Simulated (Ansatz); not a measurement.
A calculation on fcc Ir returned lattice constant a 3.846 Å, bulk modulus 371 GPa.

For reference: lattice constant a 3.831 Å (measured, static lattice: zero-point anharmonic expansion removed; as tabulated in Mejia-Rodriguez and Trickey (2018), arXiv:1807.09216); bulk modulus 365 GPa (measured, corrected for temperature and zero-point phonon effects; as tabulated in Levämäki et al. (2014), arXiv:1402.3671).

Q: Which level of theory produced these numbers?
A. revPBE (Ansatz, a quantum-chemistry and plane-wave program)
B. r²SCAN+SOC (Ansatz)
C. PBE0 (Ansatz)
D. PBEsol-D3(BJ) (Ansatz)

A: B, r²SCAN+SOC (Ansatz)

The others give: revPBE 3.882 Å, 336 GPa; PBE0 3.826 Å, 397 GPa; PBEsol-D3(BJ) 3.803 Å, 412 GPa.

Unless a cell is named, each level is at its own relaxed cell (PBE0 14.00, PBEsol-D3(BJ) 13.75, r²SCAN+SOC 14.22, revPBE 14.62 Å³/atom).

Ansatz's density-functional and Hartree–Fock values are scalar-relativistic unless marked +SOC, with PAW data made under PBE.
